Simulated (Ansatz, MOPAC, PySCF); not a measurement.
Species: methyl formate, C2H4O2, net charge 0, singlet state. SMILES: O=COC
Geometry: optimised at B3LYP-D3(BJ)/def2-TZVP (Ansatz, a first-principles code).

Unscaled harmonic wavenumbers (cm⁻¹) in rising order, each level at the stationary point that it reaches from this structure (no distance between atoms moves by over 0.3 Å); the order of modes can differ between levels, and a negative number is imaginary. B3LYP-D3(BJ)/def2-TZVP (PySCF, at the structure above): 134, 301, 344, 777, 930, 1041, 1175, 1180, 1230, 1398, 1470, 1487, 1498, 1795, 3036, 3058, 3128, 3163.

AM1 (MOPAC): 103, 274, 325, 726, 971, 1163, 1183, 1220, 1353, 1363, 1384, 1413, 1500, 2043, 3075, 3091, 3155, 3179. Zero-point energy 39.3 against 38.8 kcal/mol; where all levels lie over 400 cm⁻¹, the wavenumbers are on average 1.019 times those of B3LYP-D3(BJ)/def2-TZVP.

PM3 (MOPAC): 140, 260, 310, 649, 925, 968, 1011, 1055, 1138, 1305, 1350, 1362, 1364, 1943, 2963, 3059, 3089, 3142. Zero-point energy 37.2 against 38.8 kcal/mol; where all levels lie over 400 cm⁻¹, the wavenumbers are on average 0.944 times those of B3LYP-D3(BJ)/def2-TZVP.

HF/3-21G (Ansatz): 125, 299, 331, 827, 983, 1183, 1278, 1287, 1330, 1538, 1622, 1669, 1679, 1914, 3238, 3306, 3309, 3346. Zero-point energy 41.8 against 38.8 kcal/mol; where all levels lie over 400 cm⁻¹, the wavenumbers are on average 1.086 times those of B3LYP-D3(BJ)/def2-TZVP.

HF/6-31G* (Ansatz): 167, 326, 348, 850, 1039, 1186, 1298, 1323, 1393, 1550, 1628, 1643, 1648, 2011, 3253, 3303, 3334, 3356. Zero-point energy 42.4 against 38.8 kcal/mol; where all levels lie over 400 cm⁻¹, the wavenumbers are on average 1.102 times those of B3LYP-D3(BJ)/def2-TZVP.
